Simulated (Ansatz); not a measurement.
The end point of a relaxation of Au. Space group Fm-3m (No. 225), fcc (Cu type). Level of theory: PBEsol (plane waves to 420 eV, PAW, scalar-relativistic; Ansatz, a first-principles code).

```xyz
1
Lattice="0.0000 2.0417 2.0417 2.0417 0.0000 2.0417 2.0417 2.0417 0.0000" Properties=species:S:1:pos:R:3 pbc="T T T"
Au     0.0000     0.0000     0.0000
```

```yaml
volume_per_atom: 17.02 Å³
band_gap: no gap (metallic)
shortest_distances: Au–Au 2.89 Å
k-mesh: 20×20×20
```

No spin polarisation in the result.

Measured for Au: a 4.062 Å (static lattice; corrected from measurement; as listed in Daniel Mejia-Rodriguez, S. B. Trickey, Phys. Rev. B (2018)). Computed minus measured — a: PBEsol +0.5 %. The computed values are for a static lattice.

The run could not lose the symmetry of its start.
